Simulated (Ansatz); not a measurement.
Basis-set extrapolation for `NC(=O)O` (PBE0-D4/def2-TZVP geometry, frozen core, Ansatz 0.2.0). Multiplicity 1, RHF reference.

|  | def2-TZVPP | def2-QZVPP |
| --- | --- | --- |
| HF | -243.936860 | -243.947960 |
| MP2 correlation | -0.830264 | -0.894396 |
| CCSD(T) correlation | -0.872119 | not run |

Energies in hartree. Use E(X) = E(∞) + A·exp(−7.88·√X) for Hartree–Fock and E(X) = E(∞) + B·X^(−2.97) for correlation, with X = 3 and 4, and add CCSD(T) minus MP2 of the smaller set to the MP2 limit.

**Question.** What is the CCSD(T) energy at the basis-set limit?

**Answer.** HF limit: -243.947960 + (-0.011100) × 0.13774 = -243.94949. MP2 limit: -0.894396 + (-0.064132) × 0.74074 = -0.94190. Higher-order term: -0.872119 − (-0.830264) = -0.04185. Total: -244.93324 hartree, 78.0 kcal/mol below CCSD(T)/def2-TZVPP.
